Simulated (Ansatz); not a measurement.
A made-up structure of CH$_{2}$F, doublet:

```json
{"atom": "C1", "x (Å)": "-0.0755", "y (Å)": "-0.0584", "z (Å)": "-0.0399"}
{"atom": "F2", "x (Å)": "1.0751", "y (Å)": "0.7756", "z (Å)": "0.3799"}
{"atom": "H3", "x (Å)": "-1.0452", "y (Å)": "0.5268", "z (Å)": "-0.4340"}
{"atom": "H4", "x (Å)": "0.0456", "y (Å)": "-1.2440", "z (Å)": "0.0940"}
```

It is relaxed with PBE-D4/def2-SVP and then PBE0-D4/def2-TZVP (Ansatz 0.2.0). Atoms count as bonded within 1.22 times the sum of their covalent radii (H–H: 0.88 Å). The end point is not checked to be a true minimum.

Q: Does its bonding change? (Judge from chemistry; the calculation decides.)

A: By the calculation: No: no bond forms or breaks.

Where it ends: The first stage lowers the energy by 0.65 eV in 7 steps. It ends as CH₂F ([CH2][F]):
| atom | x (Å) | y (Å) | z (Å) |
| --- | --- | --- | --- |
| C1 | -0.0299 | -0.0575 | -0.1312 |
| F2 | 0.9501 | 0.6940 | 0.3644 |
| H3 | -0.9470 | 0.4721 | -0.3523 |
| H4 | 0.0268 | -1.1085 | 0.1191 |

Labels in which every atom is bracketed show which atoms are joined, not bond orders.

For scale, one of the runs: PBE0-D4/def2-TZVP relaxation, 74 basis functions, launched by `ansatz run in.yaml --threads 2 --pin off --events-out ev --progress --plain --max-ram 4352MiB`. The run took about 4 s on 2 CPU threads of an Arm Neoverse V2 (shared host).
